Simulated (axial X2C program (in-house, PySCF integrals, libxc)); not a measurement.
**What spin–orbit coupling does to MgF⁺**

Calculated with an axial X2C code built on PySCF integrals. Spin-free means the one-electron spin-free X2C Hamiltonian; two-component (2c) means X2C with spin–orbit coupling and atomic mean-field two-electron Coulomb and Gaunt terms, so the difference of the two also holds small scalar two-electron terms. Basis: Mg dyall-cv3z [9s8p6d3f], F dyall-av3z [7s6p3d2f] (cores contracted in-house); Gaussian nuclei, density fitting, unrestricted open shells. Masses: Mg 23.985 u, F 18.998 u.

Spin-free state: M_S = 0, Λ = 0 (closed shell); fragments Mg+ + F.

```
  level  Re (Å)  ωe (cm⁻¹)  De (eV)  μ (D)
   PBE0   1.691      837.7    4.155  -9.09
     HF   1.673      888.0    2.470  -9.60
    MP2   1.705      825.0    4.698    n/a
   CCSD   1.696      843.7    4.291    n/a
CCSD(T)   1.701      832.4    4.424    n/a
   PW91   1.710      797.4    4.526  -8.76
```

Correlated methods: 8 electrons correlated (number of frozen shells: Mg 2 s, 1 p; F 1 s), 242 virtual spin orbitals or spinors in MP2, 82 natural virtuals in coupled cluster.

Dipoles are positive if F is the positive end and refer to the centre of mass.

Two-component determinant lowest at the distance of the search:

Ω = 0 (closed shell); fragments Mg+ + F.

| level | Re (Å) | ωe (cm⁻¹) | De (eV) | μ (D) |
| --- | --- | --- | --- | --- |
| PBE0 | 1.691 | 837.6 | 4.154 | -9.09 |
| HF | 1.673 | 887.8 | 2.458 | -9.60 |
| MP2 | 1.705 | 824.9 | 4.687 | n/a |
| CCSD | 1.696 | 843.6 | 4.280 | n/a |
| CCSD(T) | 1.701 | 832.2 | 4.406 | n/a |
| PW91 | 1.710 | 797.3 | 4.525 | -8.76 |

**Question.** From the two tables, how do the constants change at the CCSD(T) level (2c against spin-free)?

**Answer.** At the CCSD(T) level Re is unchanged within 0.001 Å and ωe is unchanged to within 0.2 cm⁻¹; De changes by -0.018 eV.

The state is a single determinant with fixed occupations, the lowest that a limited PBE0 search found. Closed shells are restricted here (equal orbitals for both partners); the stretched side of such a curve lies too high. Dissociation energies refer to the lowest single-determinant-based atoms at the same level and basis. Coupled cluster ran in a truncated set of natural virtual spinors; the MP2 energy of the rest was added. (T) has no such correction and the atoms are truncated less, which lowers De at CCSD(T) by a hundredth of an eV or more. In 2c an atomic determinant is not the ground J level, so De misses part of the atomic spin–orbit lowering. This holds for PBE0, PW91. The functionals have no current-density term, which raises determinants with orbital currents, atoms included.
